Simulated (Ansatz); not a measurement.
Energy needed to pull apart C₂H₂F₂ (SMILES FC=CF), closed shell, into free ground-state atoms, from the structure below (displaced at random from a GFN2-xTB minimum); no zero-point or spin–orbit terms; open-shell atoms are treated unrestricted, in their ground-state multiplicity.

F1  (-1.008, -0.064, -1.657)
C2  (0.004, -0.054, -0.541)
C3  (-0.070, -0.023, 0.579)
F4  (0.993, 0.003, 1.425)
H5  (0.778, 0.033, -1.298)
H6  (-0.967, -0.061, 1.399)
(Å)

Program: Ansatz 0.2.0. Basis: def2-TZVPP. Cores are frozen in the correlated methods.

```tsv
method	atomization energy (kJ/mol)
PBE-D4	2239
r2SCAN-D4	2137
PBE0-D4	?
HSE06-D4	2141
wB97X-V	?
wB97M-V	2130
HF	1365
MP2	2115
CCSD	1985
CCSD(T)	2034
```

(1) What does PBE0-D4 give? (To be estimated.)

(2) What does wB97X-V give? (Judge from chemistry; the value comes from the calculation.)

No T1 diagnostic of these runs exceeds 0.014.

Results:

(1) By the calculation: 2138 kJ/mol, which is about 104 kJ/mol more than CCSD(T)/def2-TZVPP.

(2) Computed: 2118 kJ/mol, which is about 84 kJ/mol more than CCSD(T)/def2-TZVPP.

In triple zeta the MP2 and coupled-cluster atomization energies are still short of their basis limit by a few kcal/mol a bond, whereas those of the functionals are nearly converged, so these differences are not deviations from converged CCSD(T).

For scale, one of the runs: CCSD(T)/def2-TZVPP forces, 152 basis functions, launched by `ansatz run in.yaml --threads 4 --pin off --events-out ev --progress --plain --max-ram 5222MiB`. Hardware: 4 CPU threads of an AMD EPYC 7R43, shared host. Wall time 90 s; peak host memory 2.1 GiB.
